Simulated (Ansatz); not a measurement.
System: C$_{2}$H$_{3}$O$_{2}$, charge 0, doublet. C2H3O2 (SMILES O=C([CH2])O, doublet).
B3LYP-D3(BJ)/def2-TZVP minimum from Ansatz (a program for electronic structure):
```
C
O 1 1.2154
O 1 1.3607 2 122.32
H 3 0.9692 1 106.70 2 0.00
C 1 1.4405 2 124.80 3 -180.00
H 5 1.0785 1 118.11 2 0.00
H 5 1.0794 6 120.76 1 -180.00
```
Charge 0, spin multiplicity 2.

Quantity: atomisation energy (electronic, to ground-state atoms), in kcal/mol. Open shells are spin-unrestricted; no spin-orbit coupling. CBS(X,Y): correlation extrapolated as X^-3, Hartree-Fock from the larger set. A bracket is a step between two methods taken in the basis named. Functionals run without relativity, which enters their misses. '+ core + X2C': CCSD(T) terms for core correlation (cc-pwCVTZ) and scalar relativity (cc-pVTZ-DK). For partners of very few electrons the exact lower level stands in for a higher one. The UHF reference of C2H3O2 ([CH2]C(=O)O, doublet) is spin-contaminated (<S^2> up to 0.06 over the pure value in the sets run).

CCSD(T)/CBS(cc-pVTZ,cc-pVQZ) + [CCSDT(Q) - CCSD(T)]/cc-pVDZ + core + X2C (Ansatz) gives 698.5 kcal/mol.

**Question.** How far off this value is PBE/def2-TZVPD (Ansatz), in which direction, and how far these levels: B3LYP/def2-TZVPD, PBE0/def2-TZVPD, wB97M-V/def2-TZVPD, CCSD(T)/CBS(cc-pVTZ,cc-pVQZ) + core + X2C?

**Answer.** PBE gives 725.5 kcal/mol, 27.0 kcal/mol above it. Differences of the others: B3LYP/def2-TZVPD (Ansatz) -4.4; PBE0/def2-TZVPD (Ansatz) 2.6; wB97M-V/def2-TZVPD (Ansatz) 0.1; CCSD(T)/CBS(cc-pVTZ,cc-pVQZ) + core + X2C (Ansatz) -1.2 kcal/mol.
